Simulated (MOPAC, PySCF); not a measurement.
BCl$_{3}$, SMILES `ClB(Cl)Cl`, neutral singlet in the gas phase. 

Cartesian coordinates (Å):
SMILES: ClB(Cl)Cl
```xyz
4

Cl    -0.9309    -1.4665     0.0002
B      0.0000     0.0000     0.0000
Cl    -0.8046     1.5395     0.0000
Cl     1.7355    -0.0730    -0.0001
```
Charge 0, multiplicity 1.

All levels are single points at this geometry (PBE0-D3(BJ)/def2-TZVP); Pople sets use spherical d functions. Orbital energies aren't observables, and empty levels follow the basis.

```json
[
 {"level": "PBE-D3(BJ)/def2-TZVP in PySCF", "HOMO (eV)": "-7.65", "LUMO (eV)": "-2.61", "gap (eV)": "5.04", "dipole (D)": "0.00", "vertical IE, Delta-SCF (eV)": "–"},
 {"level": "PBE0-D3(BJ)/def2-TZVP in PySCF", "HOMO (eV)": "-9.09", "LUMO (eV)": "-1.69", "gap (eV)": "7.40", "dipole (D)": "0.00", "vertical IE, Delta-SCF (eV)": "–"},
 {"level": "B3LYP/3-21G in PySCF", "HOMO (eV)": "-9.06", "LUMO (eV)": "-2.09", "gap (eV)": "6.97", "dipole (D)": "0.00", "vertical IE, Delta-SCF (eV)": "–"},
 {"level": "B3LYP/6-311+G** in PySCF", "HOMO (eV)": "-8.88", "LUMO (eV)": "-1.95", "gap (eV)": "6.94", "dipole (D)": "0.00", "vertical IE, Delta-SCF (eV)": "–"},
 {"level": "M06-2X/6-31G* in PySCF", "HOMO (eV)": "-10.45", "LUMO (eV)": "-0.80", "gap (eV)": "9.65", "dipole (D)": "0.00", "vertical IE, Delta-SCF (eV)": "–"},
 {"level": "HF/3-21G in PySCF", "HOMO (eV)": "-12.92", "LUMO (eV)": "1.56", "gap (eV)": "14.47", "dipole (D)": "0.00", "vertical IE, Delta-SCF (eV)": "–"},
 {"level": "HF/STO-3G in PySCF", "HOMO (eV)": "-11.66", "LUMO (eV)": "4.33", "gap (eV)": "15.99", "dipole (D)": "0.00", "vertical IE, Delta-SCF (eV)": "–"},
 {"level": "PM3 in MOPAC", "HOMO (eV)": "-10.53", "LUMO (eV)": "-0.35", "gap (eV)": "10.18", "dipole (D)": "0.00", "vertical IE, Delta-SCF (eV)": "–"},
 {"level": "PM7 in MOPAC", "HOMO (eV)": "-11.82", "LUMO (eV)": "-2.13", "gap (eV)": "9.70", "dipole (D)": "0.00", "vertical IE, Delta-SCF (eV)": "–"}
]
```
